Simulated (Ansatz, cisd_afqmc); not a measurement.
System: C$_{2}$H$_{5}$O, charge 0, doublet. C2H5O (SMILES CC[O], doublet).
B3LYP-D3(BJ)/def2-TZVP minimum from Ansatz (a program for electronic structure):
```xyz
8

C      1.0493    -0.5853     0.0464
C     -0.0100     0.5071     0.0347
O     -1.2985     0.0846    -0.1022
H      0.0331     1.1281     0.9509
H      0.1761     1.2483    -0.7672
H      2.0474    -0.1560     0.1595
H      0.8746    -1.2755     0.8728
H      1.0209    -1.1525    -0.8849
```
Charge 0, spin multiplicity 2.

Total energies in cc-pVDZ, 19 correlated electrons, 3 frozen orbitals. Radicals and triplets start from unrestricted determinants; spin-orbit coupling is neglected. Correlated methods leave the cores frozen. No relativity. AFQMC/CISD: phaseless, guided by CISD from CCSD amplitudes; bars are statistical, one sigma. Outlying blocks are dropped, and bars are widened where a walk drifts. Over all cases where full CI ran beside it in this data, AFQMC minus full CI had a median of +0.1 mEh and passed +0.4 mEh in a tenth of the cases.

| method | program | energy (Eh) | minus CCSDT(Q) (mEh) |
|---|---|---|---|
| HF | Ansatz | -153.47191 | 487.03 |
| MP2 | Ansatz | -153.90102 | 57.92 |
| CCSD | Ansatz | -153.94575 | 13.19 |
| CCSD(T) | Ansatz | -153.95729 | 1.65 |
| CCSDT(Q) | Ansatz | -153.95894 | 0.00 |
| AFQMC/CISD | cisd_afqmc | -153.9585 ± 0.0004 | 0.4 ± 0.4 |

Rough core times of Ansatz's runs on a shared machine: CCSD(T) 30 s, CCSDT(Q) 9 min.
